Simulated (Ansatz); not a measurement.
A calculation with Ansatz (development build ahead of 0.2.0).

```yaml
crystal:
  periodic: [false, false, false]
  atoms:
    - { symbol: Si, position_ang: [0.0, 0.0, -0.86805] }
    - { symbol: S, position_ang: [0.0, 0.0, 0.86805] }
basis:
  gaussian: { orbitals: "6-31G" }
hamiltonian:
  xc: hf
correlation:
  method: ccsd_t
  frozen_orbitals: { S: 5, Si: 5 }
```

The input is written out in the form of the current development build from the run's settings.

Results

```json
{
  "Converged": "yes",
  "Reference energy": "-686.32586 hartree",
  "Correlation energy": "-0.11018 hartree",
  "Total energy": "-686.43604 hartree"
}
```
